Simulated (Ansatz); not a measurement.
Two isomers of C4H6O: A = `C=C(C)C=O`, B = `C=CC(=C)O`.

Calculated with Ansatz (gas phase, PBE0-D4/def2-TZVP geometries, no zero-point term in ΔE). CBS: MP2 limit from def2 TZ/QZ plus the TZ coupled-cluster correction, frozen cores. DFT in def2-TZVPP. B3LYP here is the variant with VWN-RPA as its local correlation; programs differ in this. Each species was taken in one conformer, which may not be the lowest.

Q: Which isomer does CCSD(T)/CBS put lower? Give the gap. (Best estimate.)

A: Ansatz gave: A, by 8.0 kcal/mol.

Q: Give E(B) − E(A) in kcal/mol with r2SCAN-D4, CCSD(T)/def2-TZVPP, B3LYP-D4, PBE-D4, CCSD/def2-TZVPP, MP2/def2-TZVPP, B2PLYP. (Best estimate.)

A: Ansatz gave: r2SCAN-D4 8.3, CCSD(T)/def2-TZVPP 9.0, B3LYP-D4 8.7, PBE-D4 8.6, CCSD/def2-TZVPP 9.1, MP2/def2-TZVPP 9.5, B2PLYP 9.3. None reverses the order clearly.

Largest T1 diagnostic: 0.014.

In def2-TZVPP, CCSD(T) changes the Hartree–Fock value by −1.4 kcal/mol (the triples alone add −0.0 kcal/mol) and MP2 by −0.9 kcal/mol.
